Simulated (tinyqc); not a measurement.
MP2 on RHF in the sto-3g basis, for HF, spin multiplicity 1, step by step. Computed by tinyqc, a small Python program that keeps every step (integrals from PySCF). Settings: charge = 0, multiplicity = 1, basis = sto-3g, method = RHF, energy threshold = 1e-10, iteration cap = 60, orthogonalisation = symmetric, start = Wolfsberg-Helmholz matrix, DIIS depth = 6. Command: `OMP_NUM_THREADS=1 python tinyqc.py 24789 24790 out.jsonl` (the two numbers bound the seeds that draw the settings). One thread of a shared host (Intel(R) Xeon(R) Processor @ 2.60GHz), about 0.09 s of CPU time with the checks. The early iterations of the SCF are left out here.

## One-electron integrals

Geometry (angstrom):
```
atom         x         y         z
F     0.000000  0.000000  0.000000
H     0.000000  0.000000  1.079000
```

Basis sto-3g: exponents (1/bohr^2) and contraction coefficients of normalised primitives:
```
element  l (shell)    exponent  coefficient
F            s (1)  166.679130     0.154329
F            s (1)   30.360812     0.535328
F            s (1)    8.216821     0.444635
F            s (2)    6.464803    -0.099967
F            s (2)    1.502281     0.399513
F            s (2)    0.488588     0.700115
F            p (3)    6.464803     0.155916
F            p (3)    1.502281     0.607684
F            p (3)    0.488588     0.391957
H            s (1)    3.425251     0.154329
H            s (1)    0.623914     0.535328
H            s (1)    0.168855     0.444635
```

Overlap, kinetic and nuclear-attraction integrals over the contracted functions; the nuclear repulsion is the sum of Za Zb / Rab.

nuclear repulsion = 4.41389703 hartree

overlap S, order 1F 1s, 1F 2s, 1F 2px, 1F 2py, 1F 2pz, 2H 1s:
$$\begin{pmatrix}
1.000000 & 0.237990 & 0.000000 & 0.000000 & 0.000000 & 0.033565 \\
0.237990 & 1.000000 & 0.000000 & 0.000000 & 0.000000 & 0.347900 \\
0.000000 & 0.000000 & 1.000000 & 0.000000 & 0.000000 & 0.000000 \\
0.000000 & 0.000000 & 0.000000 & 1.000000 & 0.000000 & 0.000000 \\
0.000000 & 0.000000 & 0.000000 & 0.000000 & 1.000000 & 0.290469 \\
0.033565 & 0.347900 & 0.000000 & 0.000000 & 0.290469 & 1.000000
\end{pmatrix}$$

kinetic energy T (hartree), order 1F 1s, 1F 2s, 1F 2px, 1F 2py, 1F 2pz, 2H 1s:
$$\begin{pmatrix}
36.984577 & -0.212858 & 0.000000 & 0.000000 & 0.000000 & -0.007078 \\
-0.212858 & 1.037995 & 0.000000 & 0.000000 & 0.000000 & 0.057999 \\
0.000000 & 0.000000 & 3.248015 & 0.000000 & 0.000000 & 0.000000 \\
0.000000 & 0.000000 & 0.000000 & 3.248015 & 0.000000 & 0.000000 \\
0.000000 & 0.000000 & 0.000000 & 0.000000 & 3.248015 & 0.163454 \\
-0.007078 & 0.057999 & 0.000000 & 0.000000 & 0.163454 & 0.760032
\end{pmatrix}$$

nuclear attraction V (hartree), order 1F 1s, 1F 2s, 1F 2px, 1F 2py, 1F 2pz, 2H 1s:
$$\begin{pmatrix}
-77.500013 & -9.293527 & 0.000000 & 0.000000 & -0.010875 & -1.344921 \\
-9.293527 & -12.030569 & 0.000000 & 0.000000 & -0.133968 & -3.100092 \\
0.000000 & 0.000000 & -11.912029 & 0.000000 & 0.000000 & 0.000000 \\
0.000000 & 0.000000 & 0.000000 & -11.912029 & 0.000000 & 0.000000 \\
-0.010875 & -0.133968 & 0.000000 & 0.000000 & -11.989563 & -2.260092 \\
-1.344921 & -3.100092 & 0.000000 & 0.000000 & -2.260092 & -5.541104
\end{pmatrix}$$

core Hamiltonian H = T + V (hartree), order 1F 1s, 1F 2s, 1F 2px, 1F 2py, 1F 2pz, 2H 1s:
$$\begin{pmatrix}
-40.515436 & -9.506384 & 0.000000 & 0.000000 & -0.010875 & -1.351999 \\
-9.506384 & -10.992574 & 0.000000 & 0.000000 & -0.133968 & -3.042093 \\
0.000000 & 0.000000 & -8.664014 & 0.000000 & 0.000000 & 0.000000 \\
0.000000 & 0.000000 & 0.000000 & -8.664014 & 0.000000 & 0.000000 \\
-0.010875 & -0.133968 & 0.000000 & 0.000000 & -8.741548 & -2.096638 \\
-1.351999 & -3.042093 & 0.000000 & 0.000000 & -2.096638 & -4.781073
\end{pmatrix}$$

## Two-electron integrals

Functions are numbered as in S; the eight-fold symmetry (ij|kl) = (ji|kl) = (kl|ij) leaves the list below.

Two-electron integrals (ij|kl) in chemists' order, unique and non-zero (hartree):
```
(11|11) 5.403501   (21|11) 0.841920   (21|21) 0.156299   (22|11) 1.268028
(22|21) 0.292344   (22|22) 0.926167   (31|31) 0.027998   (32|31) 0.043169
(32|32) 0.204588   (33|11) 1.264502   (33|21) 0.292403   (33|22) 0.925959
(33|33) 0.997514   (41|41) 0.027998   (42|41) 0.043169   (42|42) 0.204588
(43|43) 0.053770   (44|11) 1.264502   (44|21) 0.292403   (44|22) 0.925959
(44|33) 0.889973   (44|44) 0.997514   (51|51) 0.027998   (52|51) 0.043169
(52|52) 0.204588   (53|53) 0.053770   (54|54) 0.053770   (55|11) 1.264502
(55|21) 0.292403   (55|22) 0.925959   (55|33) 0.889973   (55|44) 0.889973
(55|55) 0.997514   (61|11) 0.120333   (61|21) 0.022158   (61|22) 0.041207
(61|33) 0.041143   (61|44) 0.041143   (61|51) 0.000907   (61|52) 0.001705
(61|55) 0.041342   (61|61) 0.003174   (62|11) 0.313146   (62|21) 0.073202
(62|22) 0.259722   (62|33) 0.255872   (62|44) 0.255872   (62|51) 0.004995
(62|52) 0.039415   (62|55) 0.267167   (62|61) 0.010537   (62|62) 0.090610
(63|31) 0.007561   (63|32) 0.045188   (63|53) 0.008241   (63|63) 0.013258
(64|41) 0.007561   (64|42) 0.045188   (64|54) 0.008241   (64|64) 0.013258
(65|11) 0.216655   (65|21) 0.051284   (65|22) 0.194760   (65|33) 0.186503
(65|44) 0.186503   (65|51) 0.010616   (65|52) 0.073123   (65|55) 0.211050
(65|61) 0.007683   (65|62) 0.083374   (65|65) 0.089408   (66|11) 0.479065
(66|21) 0.113816   (66|22) 0.466337   (66|33) 0.450753   (66|44) 0.450753
(66|51) 0.009470   (66|52) 0.105976   (66|55) 0.496994   (66|61) 0.016476
(66|62) 0.211453   (66|65) 0.226277   (66|66) 0.774606
```

## Orthogonalisation

S = U s U^T; symmetric (Loewdin) form X = U s^(-1/2) U^T, so that X^T S X = 1.

eigenvalues of S: [0.519469, 0.846728, 1.000000, 1.000000, 1.128371, 1.505433]

X, order 1F 1s, 1F 2s, 1F 2px, 1F 2py, 1F 2pz, 2H 1s:
$$\begin{pmatrix}
1.022918 & -0.129468 & 0.000000 & 0.000000 & -0.004922 & 0.018218 \\
-0.129468 & 1.078460 & 0.000000 & 0.000000 & 0.045898 & -0.204985 \\
0.000000 & 0.000000 & 1.000000 & 0.000000 & 0.000000 & 0.000000 \\
0.000000 & 0.000000 & 0.000000 & 1.000000 & 0.000000 & 0.000000 \\
-0.004922 & 0.045898 & 0.000000 & 0.000000 & 1.037423 & -0.167779 \\
0.018218 & -0.204985 & 0.000000 & 0.000000 & -0.167779 & 1.091827
\end{pmatrix}$$

## Starting guess

The start is the generalised Wolfsberg-Helmholz matrix (K = 1.75) built on H; D = 2 C_occ C_occ^T.

D at the start, order 1F 1s, 1F 2s, 1F 2px, 1F 2py, 1F 2pz, 2H 1s:
$$\begin{pmatrix}
2.093286 & -0.390426 & 0.000000 & 0.000000 & 0.076761 & -0.149806 \\
-0.390426 & 1.672198 & 0.000000 & 0.000000 & -0.287882 & 0.441709 \\
0.000000 & 0.000000 & 2.000000 & 0.000000 & 0.000000 & 0.000000 \\
0.000000 & 0.000000 & 0.000000 & 2.000000 & 0.000000 & 0.000000 \\
0.076761 & -0.287882 & 0.000000 & 0.000000 & 1.820012 & 0.228587 \\
-0.149806 & 0.441709 & 0.000000 & 0.000000 & 0.228587 & 0.170259
\end{pmatrix}$$

## Iteration 6 (converged): orbitals

converged F (hartree), order 1F 1s, 1F 2s, 1F 2px, 1F 2py, 1F 2pz, 2H 1s:
$$\begin{pmatrix}
-25.905164 & -6.623982 & 0.000000 & 0.000000 & -0.019201 & -0.951468 \\
-6.623982 & -3.027012 & 0.000000 & 0.000000 & -0.052059 & -0.862424 \\
0.000000 & 0.000000 & -0.462000 & 0.000000 & 0.000000 & 0.000000 \\
0.000000 & 0.000000 & 0.000000 & -0.462000 & 0.000000 & 0.000000 \\
-0.019201 & -0.052059 & 0.000000 & 0.000000 & -0.274468 & -0.501536 \\
-0.951468 & -0.862424 & 0.000000 & 0.000000 & -0.501536 & -0.410173
\end{pmatrix}$$

Diagonalise F' = X^T F X, C = X C', fill 5 alpha and 5 beta electrons from the bottom; D = 2 C_occ C_occ^T. Each column has its largest component positive (the first on a tie).

F' = X^T F X (hartree):
$$\begin{pmatrix}
-25.433708 & -3.402790 & 0.000000 & 0.000000 & -0.043494 & -0.098415 \\
-3.402790 & -1.787599 & 0.000000 & 0.000000 & 0.078286 & -0.428340 \\
0.000000 & 0.000000 & -0.462000 & 0.000000 & 0.000000 & 0.000000 \\
0.000000 & 0.000000 & 0.000000 & -0.462000 & 0.000000 & 0.000000 \\
-0.043494 & 0.078286 & 0.000000 & 0.000000 & -0.129410 & -0.494475 \\
-0.098415 & -0.428340 & 0.000000 & 0.000000 & -0.494475 & -0.054535
\end{pmatrix}$$

orbital energies (hartree): MO1 -25.914650, MO2 -1.433300, MO3 -0.535119, MO4 -0.462000, MO5 -0.462000, MO6 0.477816

coefficients C, order 1F 1s, 1F 2s, 1F 2px, 1F 2py, 1F 2pz, 2H 1s:
$$\begin{pmatrix}
0.994870 & -0.254730 & 0.065240 & 0.000000 & 0.000000 & 0.067592 \\
0.021334 & 0.973990 & -0.338187 & 0.000000 & 0.000000 & -0.400599 \\
0.000000 & 0.000000 & 0.000000 & -0.058705 & 0.998275 & 0.000000 \\
0.000000 & 0.000000 & 0.000000 & 0.998275 & 0.058705 & 0.000000 \\
0.001930 & 0.048759 & 0.689287 & 0.000000 & 0.000000 & -0.793114 \\
-0.004167 & 0.125458 & 0.566356 & 0.000000 & 0.000000 & 0.962326
\end{pmatrix}$$

D after iteration 6, order 1F 1s, 1F 2s, 1F 2px, 1F 2py, 1F 2pz, 2H 1s:
$$\begin{pmatrix}
2.117820 & -0.497887 & 0.000000 & 0.000000 & 0.068938 & 0.001692 \\
-0.497887 & 2.126965 & 0.000000 & 0.000000 & -0.371152 & -0.138858 \\
0.000000 & 0.000000 & 2.000000 & 0.000000 & 0.000000 & 0.000000 \\
0.000000 & 0.000000 & 0.000000 & 2.000000 & 0.000000 & 0.000000 \\
0.068938 & -0.371152 & 0.000000 & 0.000000 & 0.954996 & 0.792983 \\
0.001692 & -0.138858 & 0.000000 & 0.000000 & 0.792983 & 0.673033
\end{pmatrix}$$

Within a degenerate level the vectors are fixed only up to a rotation; this is one choice.

## Convergence

Stop when the energy changes by less than 1e-10 hartree and every element of the error matrix X^T (F D S - S D F) X is below 3e-06.

Course of the cycle:
```
iteration   E (hartree)     change  largest element of the error matrix
1          -98.26092616          -                             4.48e-01
2          -98.54136621  -2.80e-01                             1.08e-01
3          -98.55700446  -1.56e-02                             1.66e-02
4          -98.55717512  -1.71e-04                             1.96e-03
5          -98.55717747  -2.35e-06                             3.75e-06
6          -98.55717747  -9.83e-12                             2.99e-07
```

PySCF RHF in the same basis = -98.55717747 hartree

Converged in 6 iterations.

## Populations, bond orders and dipole

Mulliken: Z minus the diagonal of D S on the atom; Loewdin: the same with S^(1/2) D S^(1/2); Mayer order: 2 sum_s sum (D(s) S)_ij (D(s) S)_ji over the two atoms.

Charges (e):
```
atom   Mulliken    Loewdin
1F    -0.144882  -0.112791
2H     0.144882   0.112791
```

Mayer bond orders:
```
pair     order
2-1   0.979009
```

dipole moment about the origin, x y z (debye): [0.000000, 0.000000, 1.144834]

## Integrals over molecular orbitals

(pq|rs) = sum C_ip C_jq C_kr C_ls (ij|kl), one index at a time.

one-electron integrals over orbitals h = C^T H C (hartree):
$$\begin{pmatrix}
-40.497731 & 0.713883 & -0.173567 & 0.000000 & 0.000000 & -0.184397 \\
0.713883 & -9.131149 & 0.547544 & 0.000000 & 0.000000 & 0.987187 \\
-0.173567 & 0.547544 & -7.207098 & 0.000000 & 0.000000 & 2.066675 \\
0.000000 & 0.000000 & 0.000000 & -8.664014 & 0.000000 & 0.000000 \\
0.000000 & 0.000000 & 0.000000 & 0.000000 & -8.664014 & 0.000000 \\
-0.184397 & 0.987187 & 2.066675 & 0.000000 & 0.000000 & -6.074575
\end{pmatrix}$$

Two-electron integrals over orbitals (pq|rs), unique and non-zero (hartree):
```
(11|11) 5.363568    (21|11) -0.514130   (21|21) 0.077781    (22|11) 1.217044
(22|21) -0.021460   (22|22) 0.862369    (31|11) 0.130926    (31|21) -0.018708
(31|22) 0.009638    (31|31) 0.019900    (32|11) -0.136828   (32|21) 0.006831
(32|22) -0.037071   (32|31) 0.020767    (32|32) 0.148461    (33|11) 0.943086
(33|21) -0.009553   (33|22) 0.725755    (33|31) -0.003588   (33|32) -0.029613
(33|33) 0.719070    (41|41) 0.029566    (42|41) 0.039639    (42|42) 0.185477
(43|41) -0.009229   (43|42) -0.035723   (43|43) 0.041096    (44|11) 1.264017
(44|21) -0.014785   (44|22) 0.886769    (44|31) 0.003831    (44|32) -0.074339
(44|33) 0.716445    (44|44) 0.997514    (51|51) 0.029566    (52|51) 0.039639
(52|52) 0.185477    (53|51) -0.009229   (53|52) -0.035723   (53|53) 0.041096
(54|54) 0.053770    (55|11) 1.264017    (55|21) -0.014785   (55|22) 0.886769
(55|31) 0.003831    (55|32) -0.074339   (55|33) 0.716445    (55|44) 0.889973
(55|55) 0.997514    (61|11) 0.136682    (61|21) -0.022024   (61|22) 0.001831
(61|31) -0.010590   (61|32) -0.024310   (61|33) 0.008775    (61|44) 0.003857
(61|55) 0.003857    (61|61) 0.022645    (62|11) -0.199474   (62|21) 0.004812
(62|22) -0.108603   (62|31) -0.020068   (62|32) -0.062515   (62|33) -0.028014
(62|44) -0.106546   (62|55) -0.106546   (62|61) 0.017543    (62|62) 0.093299
(63|11) -0.389994   (63|21) 0.006663    (63|22) -0.201912   (63|31) 0.001833
(63|32) 0.090807    (63|33) -0.108126   (63|44) -0.221397   (63|55) -0.221397
(63|61) -0.005754   (63|62) 0.047643    (63|63) 0.204558    (64|41) -0.008861
(64|42) -0.035679   (64|43) -0.018874   (64|64) 0.030286    (65|51) -0.008861
(65|52) -0.035679   (65|53) -0.018874   (65|65) 0.030286    (66|11) 0.864858
(66|21) -0.009103   (66|22) 0.660771    (66|31) 0.013009    (66|32) 0.058628
(66|33) 0.662767    (66|44) 0.639168    (66|55) 0.639168    (66|61) -0.008635
(66|62) -0.061225   (66|63) -0.020146   (66|66) 0.697470
```

## Second-order Moller-Plesset energy

Hartree-Fock energy = -98.55717747 hartree

E2 = sum_ijab (ia|jb) [2 (ia|jb) - (ib|ja)] / (e_i + e_j - e_a - e_b) over occupied i, j and virtual a, b; the opposite-spin part is (ia|jb)^2 / denominator, the rest is same-spin, and SCS-MP2 scales them by 6/5 and 1/3.

Terms:
```
i  j  a  b    (ia|jb)    (ib|ja)  denominator       term
3  3  6  6   0.204558   0.204558    -2.025870  -0.020655
2  2  6  6   0.093299   0.093299    -3.822232  -0.002277
2  3  6  6   0.047643   0.047643    -2.924051  -0.000776
3  2  6  6   0.047643   0.047643    -2.924051  -0.000776
4  4  6  6   0.030286   0.030286    -1.879633  -0.000488
5  5  6  6   0.030286   0.030286    -1.879633  -0.000488
1  2  6  6   0.017543   0.017543   -28.303582  -0.000011
2  1  6  6   0.017543   0.017543   -28.303582  -0.000011
1  1  6  6   0.022645   0.022645   -52.784932  -0.000010
1  3  6  6  -0.005754  -0.005754   -27.405401  -1.21e-06
3  1  6  6  -0.005754  -0.005754   -27.405401  -1.21e-06
```

Pair energies (hartree; pair i-j sums ij and ji):
```
pair  opposite spin  same spin
1-1       -0.000010   0.000000
2-1       -0.000022   0.000000
2-2       -0.002277   0.000000
3-1       -2.42e-06   0.000000
3-2       -0.001553   0.000000
3-3       -0.020655   0.000000
4-4       -0.000488   0.000000
5-5       -0.000488   0.000000
```

MP2 correlation energy = -0.02549471 hartree

SCS-MP2 correlation energy = -0.03059365 hartree

MP2 total energy = -98.58267218 hartree
